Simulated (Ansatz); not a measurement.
Geometry optimisation, Ansatz, UKS B3LYP/def2-SVP.

Input:

```yaml
crystal:
  periodic: [false, false, false]
  atoms:
    - { symbol: H, position_ang: [-0.2257, -0.6597, -0.3158] }
    - { symbol: C, position_ang: [0.1852, 0.5289, 0.2673] }
    - { symbol: Cl, position_ang: [-0.7496, -2.1442, -1.0884] }
    - { symbol: H, position_ang: [0.3572, 1.188, -0.5668] }
    - { symbol: H, position_ang: [-0.6437, 0.817, 0.8908] }
    - { symbol: H, position_ang: [1.0766, 0.27, 0.8129] }
magnetization:
  spin_polarized: true
  initial_magnetization: 1
basis:
  gaussian: { orbitals: def2-SVP }
hamiltonian:
  xc: b3lyp
relax:
  f_tol: 0.15
  max_steps: 25
  restrain:
    - { distance: [0, 2], at: 1.33, k: 30.0 }
    - { distance: [1, 0], at: 2.37, k: 30.0 }
```

Command:

```bash
$ ansatz run input.yaml --threads 1 --pin off --max-ram 2048MiB --backend cpu --events-out ev --progress --plain --runs-dir out
```

Question: Where does it end, and by what steps?

Answer: It converged. The restraints hold the end off the free minimum. After 4 steps the energy has fallen by 0.099 eV (the restraints' own energy left out); H1 moved furthest, 0.65 Å. Joined: H1–Cl3.

| step | energy less start (eV) | largest force component (eV/Å) | accepted |
| --- | --- | --- | --- |
| 0 | 0.0000 | 2.252 | yes |
| 1 | 0.1209 | 1.689 | yes |
| 2 | -0.0817 | 0.537 | yes |
| 3 | 0.0872 | 1.621 | yes |
| 4 | -0.0994 | 0.357 | yes |

```xyz
6
Properties=species:S:1:pos:R:3
H -0.417 -1.214 -0.595
C 0.283 0.814 0.407
Cl -0.811 -2.325 -1.174
H 0.414 1.358 -0.529
H -0.628 0.970 0.987
H 1.160 0.396 0.903
```

Time of the run: 24 s on 1 thread of Intel(R) Xeon(R) Processor @ 2.50GHz (Skylake/Cascade Lake), on a shared host, peak memory 0.13 GiB.
